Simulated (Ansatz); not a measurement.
Geometry optimisation, UKS B3LYP-D4/def2-SVP in Ansatz.

The input (input.yaml):

```yaml
crystal:
  periodic: [false, false, false]
  atoms:
    - { symbol: B, position_ang: [0.0, 0.0, 0.0] }
    - { symbol: F, position_ang: [0.0, 0.0, 1.57] }
    - { symbol: H, position_ang: [1.0305, 0.0, -0.595] }
    - { symbol: H, position_ang: [-1.0305, 0.0, -0.595] }
    - { symbol: F, position_ang: [0.0, 0.0, 3.01] }
magnetization:
  spin_polarized: true
  initial_magnetization: 1
basis:
  gaussian: { orbitals: def2-SVP }
hamiltonian:
  xc: b3lyp
  dispersion: d4
relax:
  f_tol: 0.15
  max_steps: 25
  restrain:
    - { distance: [1, 4], at: 2.34, k: 30.0 }
    - { distance: [0, 1], at: 1.32, k: 30.0 }
output:
  orbitals: {}
```

Command:

```bash
$ ansatz run input.yaml --threads 1 --pin off --max-ram 2048MiB --backend cpu --events-out ev --progress --plain --runs-dir out
```

**Question.** Where does it end, and by what steps?

**Answer.** The run converged. The restraints hold the end off the free minimum. After 4 steps the energy has fallen by 3.600 eV (the restraints' own energy left out); F5 moved furthest, 0.56 Å. The start is strongly strained (largest force component 17 eV/Å).

```csv
step,energy less start (eV),largest force component (eV/Å),accepted
0,0.0000,16.745,yes
1,-3.0923,4.741,yes
2,-3.4954,2.558,yes
3,-3.5492,0.794,yes
4,-3.6000,0.127,yes
```

```xyz
5
Properties=species:S:1:pos:R:3
B 0.000 0.000 -0.092
F 0.000 0.000 1.231
H 1.061 0.000 -0.661
H -1.061 0.000 -0.661
F 0.000 0.000 3.573
```

The run took 15 s on 1 thread of Arm Neoverse V2, with other jobs on the host, peak memory 0.12 GiB.
